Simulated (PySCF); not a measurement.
Towards the basis-set limit for PH⁺

State: ²Π, doublet, unpaired electrons π ↑. De refers to P⁺ + H. ROHF-based CCSD(T) in PySCF 2.14 with P aug-cc-pV(T+d)Z, H aug-cc-pVTZ and P aug-cc-pV(Q+d)Z, H aug-cc-pVQZ (frozen core orbitals: 5; no relativity). Correlation energies are extrapolated as n⁻³ (n = 3, 4), Hartree–Fock as (n+1)·exp(−9√n). CV is the change on freezing 1 orbitals instead, in P cc-pwCVTZ, H cc-pVTZ. SR is the spin-free X2C energy in P cc-pVTZ-DK, H cc-pVTZ-DK less the non-relativistic one in P cc-pVTZ, H cc-pVTZ.

| Level | Re (Å) | ωe (cm⁻¹) | ωexe (cm⁻¹) | αe (cm⁻¹) | De (eV) |
| --- | --- | --- | --- | --- | --- |
| CCSD(T)/TZ | 1.4272 | 2379.0 | 41.7 | 0.239 | 3.438 |
| CCSD(T)/QZ | 1.4260 | 2388.4 | 41.8 | 0.239 | 3.494 |
| HF/CBS | 1.4111 | 2530.2 | 34.6 | 0.209 | 2.500 |
| MP2/CBS | 1.4179 | 2462.9 | 37.3 | 0.221 | 3.379 |
| CCSD/CBS | 1.4236 | 2409.8 | 40.6 | 0.234 | 3.508 |
| CCSD(T)/CBS | 1.4258 | 2392.8 | 41.5 | 0.238 | 3.533 |
| CCSD(T)/CBS+CV | 1.4241 | 2393.4 | 41.6 | 0.239 | 3.534 |
| CCSD(T)/CBS+CV+SR | 1.4241 | 2390.4 | 41.5 | 0.239 | 3.527 |

Question: How much is left between CCSD(T)/QZ and the basis-set limit, and how much do the triples give at the limit?

Answer: CCSD(T)/CBS less CCSD(T)/QZ: -0.2 mÅ in Re, +4.4 cm⁻¹ in ωe and +0.039 eV in De. CCSD(T)/CBS less CCSD/CBS: +2.2 mÅ in Re, -17.0 cm⁻¹ in ωe and +0.025 eV in De.

Question: What do the later terms add?

Answer: CV: -1.7 mÅ in Re, +0.6 cm⁻¹ in ωe and +0.001 eV in De; SR: +0.0 mÅ in Re, -3.0 cm⁻¹ in ωe and -0.007 eV in De, each against the row above.

The T1 diagnostic is 0.022. The state was picked by a PBE0 search and need not be the measured ground state. Spin–orbit coupling, excitations beyond (T) and corrections to the Born–Oppenheimer picture are left out.

The whole job (state search and all basis sets along the bond) took about 8.4 min on 4 threads of Arm Neoverse V1 (shared host), peak memory 16 GiB.
